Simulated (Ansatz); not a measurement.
# [H···H···S], triplet along the distance H1-H2

Starting geometry:

```xyz
3

H     0.0000    0.0000   -1.0457
H     0.0000    0.0000   -0.3007
S     0.0000    0.0000    1.3463
```

From there H2 is moved from one fragment to the other while all else, the fragments' distance too, stays fixed; atoms are numbered as listed. Energies are in kJ/mol, counted from the starting geometry at the same level. Kohn–Sham curves are unrestricted where that lies lower.

Basis 6-31G; Ansatz 0.2.0. Correlated methods freeze the noble-gas cores.

Full CI is exact within this basis and frozen core; it isn't the basis-set limit.

| distance H1-H2 (Å) | revPBE |
| --- | --- |
| 0.693 | 4.9 |
| 0.745 | 0.0 |
| 0.783 | 1.7 |
| 0.821 | 6.5 |
| 0.859 | 13.4 |
| 0.898 | 22.2 |
| 0.936 | 31.9 |
| 0.974 | 42.8 |
| 1.012 | 54.8 |

Problem. Estimate the full CI curve in 6-31G from this one, knowing how revPBE errs.

Solution. The computed full CI values, in kJ/mol from the starting point, and the error of revPBE against them:
| distance H1-H2 (Å) | full CI | revPBE less full CI |
| --- | --- | --- |
| 0.693 | -1.6 | 6.5 |
| 0.745 | 0.0 | 0.0 |
| 0.783 | 6.4 | -4.7 |
| 0.821 | 15.5 | -9.0 |
| 0.859 | 26.2 | -12.8 |
| 0.898 | 38.0 | -15.8 |
| 0.936 | 49.6 | -17.7 |
| 0.974 | 61.1 | -18.4 |
| 1.012 | 72.8 | -17.9 |

The error spans 24.9 kJ/mol and is largest, -18.4 kJ/mol, at 0.974 Å.

In so small a basis the reference is far from its limit while semilocal and hybrid functionals are nearer theirs, so the functionals' errors here hold much of the reference's basis and frozen-core error, which can add to them or hide them.
